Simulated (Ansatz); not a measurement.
Two isomers of C7H16: A = `CCCC(C)(C)C`, B = `CC(C)CC(C)C`.

Calculated with Ansatz (gas phase, PBE0-D4/def2-TZVP geometries, no zero-point term in ΔE). CCSD(T)/CBS adds triple-zeta CCSD(T) − MP2 to the extrapolated MP2 energy (def2 sets, frozen cores). DFT in def2-TZVPP. Each species was taken in one conformer, which may not be the lowest.

(1) Which is lower in electronic energy at CCSD(T)/CBS, and by how much? (Estimate.)

(2) Give E(B) − E(A) in kJ/mol with CCSD/def2-TZVPP, LDA (SPW92), HF/def2-TZVPP, BLYP-D4, MP2/def2-TZVPP, r2SCAN-D4, CCSD(T)/def2-SVP. (An estimate is asked.)

Largest T1 diagnostic: 0.009.

Results:

(1) Ansatz gave: A, by 1.9 kJ/mol.

(2) Computed: CCSD/def2-TZVPP 1.6, LDA (SPW92) 1.1, HF/def2-TZVPP -2.0, BLYP-D4 0.3, MP2/def2-TZVPP 3.5, r2SCAN-D4 0.9, CCSD(T)/def2-SVP 2.4. The order is the other way round with HF/def2-TZVPP.

In def2-TZVPP, CCSD(T) changes the Hartree–Fock value by +4.3 kJ/mol (the triples alone add +0.7 kJ/mol) and MP2 by +5.5 kJ/mol. Leaving LDA and LC-ωPBE aside and taking each functional with its dispersion term where it has one, the values, not all of them listed here, spread over 1.4 kJ/mol, from PBE-D4 to ωB97M-V.
